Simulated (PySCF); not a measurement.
Numbering as in the mapped SMILES `[CH3:1][C@@H:2]1[S:3][C@H:4]1[CH3:5]`. Hydrogens are named by the atom that carries them.

Averaged over atoms made equivalent by symmetry, fast rotation or ring inversion, gas phase, non-relativistic Hamiltonian, single conformer. Structure optimised with PBE0-D3(BJ)/def2-TZVP; σ from GIAO-B97-2/pcSseg-2; PySCF 2.14.

Problem. List the cross peaks expected in HSQC, COSY and HMBC spectra.

Solution. 

HSQC (one-bond C–H):
```csv
δH,δC
2.39 (H(C2)/H(C4)),43.2 (C2/C4)
1.42 (H(C1)/H(C5)),24.6 (C1/C5)
```

COSY cross peaks (H two or three bonds apart, from the bond graph; peaks can be absent where the dihedral angle is near 90°):
```csv
δH,δH
2.39 (H(C2)/H(C4)),1.42 (H(C1)/H(C5))
```

HMBC (two and three bonds, from the bond graph):
```csv
δH,δC
2.39 (H(C2)/H(C4)),"43.2 (C2/C4), 24.6 (C1/C5)"
1.42 (H(C1)/H(C5)),43.2 (C2/C4)
```

δ = σ(ref) − σ, references computed at the same level: TMS for 1H and 13C.

Short H···H contacts in this conformer between protons four or more bonds apart (candidates for NOE cross peaks, intensity ∝ r⁻⁶): H(C1)···H(C4) 2.48 Å, H(C2)···H(C5) 2.48 Å.

Shifts are as computed. Against solution values, carbons near 30 ppm lie about +3 ppm off and those near 130 ppm about +7 ppm; carbons on S a further +4 ppm. Of 1211 compounds with measured shifts, 218 miss one by over three times the rms of a fit or turn the order of signals round; such compounds aren't used in these exercises.
